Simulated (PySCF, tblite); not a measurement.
**C₂H₄O₂, a complex of two parts: NMR shifts, interaction energy, infrared bands, spin-spin couplings and core binding energies**

An exercise on one series of results from a longer session: the logs are not shown, and one member is left open.

Computed with tblite 0.8.0 and PySCF 2.14.0; each step states its level. No surroundings beyond the atoms listed, unless a continuum is named. Atoms count from 0, parts from 1.

## Starting point

8 atoms, charge 0, multiplicity 1; geometry: rigid parts in contact. Parts: 1 = atoms 0–3, `C=O`, charge 0; 2 = atoms 4–7, `C=O`, charge 0.

The first run:

What the job is given:

```
{"job": {"kind": "dock", "xc": "GFN2-xTB", "basis": "xTB"}, "charge": 0, "multiplicity": 1, "parts": [{"atoms": "0-3", "charge": 0, "multiplicity": 1}, {"atoms": "4-7", "charge": 0, "multiplicity": 1}]}
C      0.000825    -0.000029    -0.000228
O      1.173068    -0.200621     0.081533
H     -0.736335    -0.810459    -0.128818
H     -0.437558     1.011109     0.047513
C      1.626990     3.153401     1.151862
O      1.102125     2.685239     0.189356
H      2.710967     3.350759     1.204581
H      1.069405     3.426527     2.063652
```

Method: GFN2-xTB search for minima from random contacts, gas phase.

The run is started by

```sh
OMP_NUM_THREADS=1 python cluster_run.py task.json out
```

This one command runs all jobs of the session in turn.

Among the steps run: Search for minima with GFN2-xTB; Optimising the geometry at PBE0-D3(BJ)/def2-TZVPD; NMR shieldings: PBE0/pcSseg-2; Coupled-cluster interaction energy: CCSD(T) and MP2.

One table of the session follows, with a row left open; its other results are not shown here.

It belongs to the step «Coupled-cluster interaction energy: CCSD(T) and MP2». 

```
                 method  interaction energy (kcal/mol)
         HF/aug-cc-pVDZ                              ?
        MP2/aug-cc-pVDZ                          -3.44
       CCSD/aug-cc-pVDZ                          -2.95
    CCSD(T)/aug-cc-pVDZ                          -3.36
         HF/aug-cc-pVQZ                          -1.94
        MP2/aug-cc-pVQZ                          -4.26
    SCS-MP2/aug-cc-pVQZ                          -3.33
      MP2, extrapolated                          -4.42
CCSD(T), limit estimate                          -4.35
```

Q: Estimate the row for HF/aug-cc-pVDZ from the others.

As computed: interaction energy (kcal/mol): -1.99. In the column «interaction energy (kcal/mol)» it lies between CCSD/aug-cc-pVDZ (-2.95) and HF/aug-cc-pVQZ (-1.94).
